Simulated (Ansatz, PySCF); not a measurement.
System: CH$_{5}$Si, charge 0, doublet. CH5Si (SMILES [CH2][SiH3], doublet).
B3LYP-D3(BJ)/def2-TZVP minimum from Ansatz (a program for electronic structure):
```xyz
7

C     -0.0097     0.1411    -1.2607
Si     0.0046    -0.0671     0.5695
H     -0.9250     0.2758    -1.8259
H      0.8972     0.1766    -1.8533
H     -0.0125     1.2498     1.2616
H     -1.1932    -0.8210     1.0128
H      1.2278    -0.7881     0.9952
```
Charge 0, spin multiplicity 2.

Atomisation energy term by term, kcal/mol (programs: Ansatz). Open shells are spin-unrestricted; no spin-orbit coupling. Cores are frozen in correlated methods. Rows without X2C or -DK are non-relativistic. CBS(X,Y): correlation extrapolated as X^-3, Hartree-Fock from the larger set. A bracket is a step between two methods taken in the basis named. '+ core + X2C': CCSD(T) terms for core correlation (cc-pwCVTZ, 1s frozen past Ne) and scalar relativity (cc-pVTZ-DK). For partners of very few electrons the exact lower level stands in for a higher one.

```csv
term,basis,kcal/mol
Hartree-Fock,aug-cc-pV(Q+d)Z,408.51
CCSD correlation,"CBS(aug-cc-pV(T+d)Z,aug-cc-pV(Q+d)Z)",108.15
(T),"CBS(aug-cc-pV(T+d)Z,aug-cc-pV(Q+d)Z)",3.68
CCSDT(Q) - CCSD(T),aug-cc-pV(D+d)Z,0.26
core correlation,cc-pwCVTZ,0.78
scalar relativity,"X2C, cc-pVTZ-DK",-0.85
minus zero-point energy,Hessian by PySCF at B3LYP-D3(BJ)/def2-TZVP,-29.44
sum: D0,,491.1
```
